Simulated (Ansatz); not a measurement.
CdBr2 (R-3m, No. 166), treated with r²SCAN-D4 (Ansatz, a first-principles code, PAW).

Run with plane-wave cutoff 500 eV, 12×12×12 k mesh, gaussian smearing 0.02 eV, scalar-relativistic PAW data made under PBE.

Cell (relaxed at this level):

```cif
data_Br6Cd3
_chemical_formula_sum 'Cd3 Br6'
_space_group_name_H-M_alt 'R-3m :H'
_space_group_IT_number 166
_space_group_name_Hall '-R 3 2"'
_cell_length_a 3.99638
_cell_length_b 3.99638
_cell_length_c 19.07972
_cell_angle_alpha 90.000
_cell_angle_beta 90.000
_cell_angle_gamma 120.000
loop_
_atom_site_label
_atom_site_type_symbol
_atom_site_symmetry_multiplicity
_atom_site_Wyckoff_symbol
_atom_site_fract_x
_atom_site_fract_y
_atom_site_fract_z
_atom_site_occupancy
Cd1 Cd 3 a 0.00000 0.00000 0.00000 1
Br1 Br 6 c 0.00000 0.00000 0.25145 1
```
(The calculation used a cell of 3 atoms; values per cell refer to that cell.)

**Question.** Give the computed band gap.

**Answer.** 
- band gap = 3.46 eV (on the SCF k mesh)

Spin–orbit coupling is not included.

The computed numbers hold no vibrational or temperature effects.

Cost on a shared machine: about 110 core-seconds (a rough figure).
